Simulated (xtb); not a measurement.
xtb input (GFN2-xTB):

```bash
xtb mol.xyz --gfn 2 --sp --chrg -1 --uhf 0
```
mol.xyz:
```
2

O     -0.00000000    -0.00000000    -0.10780208
H      0.00000000     0.00000000     0.86241660
```

End of the output:

```
         :::::::::::::::::::::::::::::::::::::::::::::::::::::
         ::                     SUMMARY                     ::
         :::::::::::::::::::::::::::::::::::::::::::::::::::::
         :: total energy              -4.681614670264 Eh    ::
         :: gradient norm              0.009811489482 Eh/a0 ::
         :: HOMO-LUMO gap             13.591482856885 eV    ::
         ::.................................................::
         :: SCC energy                -4.696811886559 Eh    ::
         :: -> isotropic ES            0.283576638312 Eh    ::
         :: -> anisotropic ES         -0.006012777796 Eh    ::
         :: -> anisotropic XC         -0.002001186726 Eh    ::
         :: -> dispersion             -0.000149975494 Eh    ::
         :: repulsion energy           0.015197216295 Eh    ::
         :: add. restraining           0.000000000000 Eh    ::
         :: total charge              -1.000000000000 e     ::
         :::::::::::::::::::::::::::::::::::::::::::::::::::::

           -------------------------------------------------
          |                Property Printout                |
           -------------------------------------------------

    * Orbital Energies and Occupations

         #    Occupation            Energy/Eh            Energy/eV
      -------------------------------------------------------------
         1        2.0000           -0.2719249              -7.3995
         2        2.0000           -0.1355562              -3.6887
         3        2.0000           -0.0104750              -0.2850
         4        2.0000           -0.0104750              -0.2850 (HOMO)
         5                          0.4890028              13.3064 (LUMO)
      -------------------------------------------------------------
                  HL-Gap            0.4994778 Eh           13.5915 eV
             Fermi-level            0.2392639 Eh            6.5107 eV

     #   Z          covCN         q      C6AA      α(0)
     1   8 O        0.804    -1.030    39.537     8.429
     2   1 H        0.804     0.030     2.637     2.551

 Mol. C6AA /au·bohr⁶  :         62.200742
 Mol. C8AA /au·bohr⁸  :       1142.548090
 Mol. α(0) /au        :         10.979457

Wiberg/Mayer (AO) data.
largest (>0.10) Wiberg bond orders for each atom

 ---------------------------------------------------------------------------
     #   Z sym  total        # sym  WBO       # sym  WBO       # sym  WBO
 ---------------------------------------------------------------------------
     1   8 O    0.999 --     2 H    0.999
     2   1 H    0.999 --     1 O    0.999
 ---------------------------------------------------------------------------

Topologies differ in total number of bonds
Writing topology from bond orders to xtbtopo.mol

molecular dipole:
                 x           y           z       tot (Debye)
 q only:        0.000       0.000       0.258
   full:        0.000       0.000       0.503       1.279
molecular quadrupole (traceless):
                xx          xy          yy          xz          yz          zz
 q only:       -0.018       0.000      -0.018       0.000       0.000       0.036
  q+dip:       -0.055       0.000      -0.055      -0.000      -0.000       0.110
Note: The following floating-point exceptions are signalling: IEEE_DENORMAL
normal termination of xtb
   full:       -0.283      -0.000      -0.283      -0.000      -0.000       0.566

           -------------------------------------------------
          | TOTAL ENERGY               -4.681614670264 Eh   |
          | GRADIENT NORM               0.009811489482 Eh/α |
          | HOMO-LUMO GAP              13.591482856885 eV   |
           -------------------------------------------------

------------------------------------------------------------------------
------------------------------------------------------------------------
 total:
 SCF:
```
